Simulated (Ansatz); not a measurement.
fcc Pd was calculated with LDA (Ansatz, an electronic-structure program, plane waves, PAW).

Settings: plane-wave cutoff 520 eV, 20×20×20 k mesh, Fermi–Dirac smearing 0.1 eV, perturbation theory, scalar-relativistic PAW data made under PBE.

The cell has the measured lattice parameters. Conventional cell: a = 3.8902 Å, b = 3.8902 Å, c = 3.8902 Å, α = 90.00°, β = 90.00°, γ = 90.00°.

Harmonic phonon frequencies (cm⁻¹; i marks an imaginary mode):

```tsv
q point	frequencies
X	151 151 213
L	108 108 220
W	[?]
```

Problem. What belongs in the gaps?

Solution. 
- W, frequencies: 140 180 180

No imaginary mode appears at these points.

Note: the cell isn't this level's own, so it is under some stress, which shifts stiffness and frequencies.
